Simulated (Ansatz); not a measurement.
Two structures of SiPH7O, singlet, reached by relaxing down either side of one saddle point (PBE0-D4/def2-TZVP). Energies are electronic, without zero-point energy. Computed with Ansatz 0.2.0 (basis: def2-TZVPP and def2-QZVPP); correlated methods freeze the cores. Extrapolation: Hartree–Fock as exp(−7.88 √X), correlation as X^−2.97. First:

Si1  (-0.007, -0.657, 0.991)
H2  (0.831, 1.263, -0.760)
H3  (0.257, -2.098, 0.756)
H4  (-1.239, -0.503, 1.805)
O5  (1.276, 0.096, 1.679)
H6  (-1.199, 1.478, -1.088)
P7  (-0.359, 0.334, -1.020)
H8  (1.648, 0.797, 1.129)
H9  (0.320, -0.165, -2.165)
H10  (-1.529, -0.547, -1.326)
(Å)

Second:

Si1  (-0.166, -0.793, 0.725)
H2  (1.153, 2.957, -0.049)
H3  (-0.004, -2.234, 1.032)
H4  (-1.169, -0.195, 1.652)
O5  (1.331, -0.137, 0.924)
H6  (0.762, 2.558, -0.547)
P7  (-0.928, -0.377, -1.357)
H8  (1.432, 0.791, 0.702)
H9  (-0.270, -1.487, -1.949)
H10  (-2.141, -1.082, -1.132)
(Å)

Problem. Which bonds change from the first to the second?

Solution. SiPH₇O ([OH][SiH2][PH4]) → SiPH₅O ([OH][SiH2][PH2]) + H₂; bonds formed: H2–H6; bonds broken: H2–P7, H6–P7.

Problem. Give the saddle point's structure and its height above each. (An estimate is asked for; the value comes from the calculation.)

Solution. By the calculation: 26.93 kcal/mol above the first and 67.52 kcal/mol above the second (CCSD(T) at an estimated basis limit (MP2 extrapolated from triple and quadruple zeta, plus CCSD(T) − MP2 in triple zeta)).
Si1  (-0.012, -0.699, 1.019)
H2  (1.142, 1.313, -0.562)
H3  (0.484, -2.075, 0.763)
H4  (-1.266, -0.759, 1.807)
O5  (1.041, 0.376, 1.597)
H6  (-0.320, 1.518, -0.885)
P7  (-0.648, 0.125, -1.015)
H8  (1.325, 0.925, 0.783)
H9  (0.138, -0.198, -2.123)
H10  (-1.885, -0.526, -1.384)
(Å)

The search had been set up for a four-centre ligand exchange (forming Si1–P7, H2–H6, breaking Si1–H2, H6–P7); from that guess it ended on this step instead.

The T1 diagnostic stays at or below 0.019.

Labels in which every atom is bracketed show which atoms are joined, not bond orders.

For scale, one of the runs: CCSD(T)/def2-TZVPP, 213 basis functions, launched by `ansatz run in.yaml --threads 4 --pin off --events-out ev --progress --plain --max-ram 9574MiB`. Time: 42 s of wall clock on 4 CPU threads of an Arm Neoverse V1; the host was shared. Peak host memory: 2.9 GiB.
